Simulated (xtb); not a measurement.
Species: H2N, SMILES `[NH2]` (charge 0, multiplicity 2).

**Question.** Give a relaxed geometry from GFN2-xTB (xtb).

**Answer.** the end point of this relaxation (outside a Z-matrix the atoms follow the SMILES, hydrogens last).
Cartesian coordinates (Å) in one orientation:
```xyz
3

N     -0.001     0.389     0.000
H      0.831    -0.192     0.000
H     -0.829    -0.197     0.000
```
